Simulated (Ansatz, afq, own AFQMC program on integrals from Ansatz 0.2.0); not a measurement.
AFQMC on a folder of integrals that Ansatz 0.2.0 wrote.

```yaml
crystal:
  periodic: [false, false, false]
  atoms:
    - {symbol: N, position_ang: [-0.005111, -0.009777, -0.062252]}
    - {symbol: H, position_ang: [0.933076, 0.003249, 0.318160]}
    - {symbol: H, position_ang: [-0.488059, 0.798504, 0.309931]}
    - {symbol: H, position_ang: [-0.373997, -0.665887, 0.236986]}
basis:
  gaussian: {orbitals: 6-31G}
magnetization: {spin_polarized: false}
correlation: {method: ccsd_t, electrons: outside_noble_gas, hamiltonian_folder: ham}
```

```sh
$ ansatz run in.yaml --threads 1 --pin off --events-out ev --progress --plain --max-ram 16896MiB --backend cuda --devices 0, --max-vram 18GiB
```

Options of the walk:

```
--method free --trial cisd --walkers 4000 --time-step 0.03 --max-blocks 4000 --target-error 0.00034 --factor-cut 1e-05 --seed 7895 --times 0,0.3,0.6,1.2,1.8,2.4,3.6,4.8,6 --taylor-order 8
```

Times are imaginary, in 1/Eh. The walk had a cap of 61 s.

afq prints:

```
orbitals 14  electrons 4 4  factors 88 of 228
reference energy -56.10851649 Eh
CCSD correlation -0.12165090 Eh in 7 cycles, weight of the determinant in the CISD state 0.9561
repeat  energy at the last time / Eh  error
    10  -56.231751  0.000086
    20  -56.231791  0.000050
    30  -56.231756  0.000042
time / (1/Eh)  energy / Eh  error  mean overlap
  0.00  -56.230203  0.000046  1.0459
  0.30  -56.231284  0.000033  1.0455
  0.60  -56.231609  0.000025  1.0441
  1.20  -56.231652  0.000026  1.0465
  1.80  -56.231732  0.000023  1.0466
  2.40  -56.231723  0.000033  1.0474
  3.60  -56.231750  0.000025  1.0486
  4.80  -56.231700  0.000035  1.0518
  6.00  -56.231760  0.000041  1.0546
energy -56.231760 +/- 0.000041 Eh
```

The run passed its tests (error under three times the target), which doesn't prove that it has relaxed.

Against this walk (error 1.1 meV) on the same determinant: CCSD(T) 11.1 meV higher, CCSDT(Q) 1.1 meV higher (within the noise), CCSDTQ 1.3 meV higher (within the noise), full CI 1.1 meV higher (within the noise). The error is statistical, and a free projection of finite length keeps a remainder of its start.

Cautions: remainder of the start not in the error.

The walk took 8.1 s on 1 × NVIDIA H100 80GB HBM3 with 2 threads of AMD EPYC 7R13 Processor (Zen 3) (shared host) (the card was shared). The log's last line is the free-projection energy.

CCSDT and higher add their correlation energy to the determinant of the CCSD(T) run, since their own runs factorise the integrals more tightly (a shift of under 2 meV). A walk keeps the symmetry of its determinant, which the program's search chose and which needn't be the lowest solution, so a lower state of the same spin and another symmetry isn't excluded.
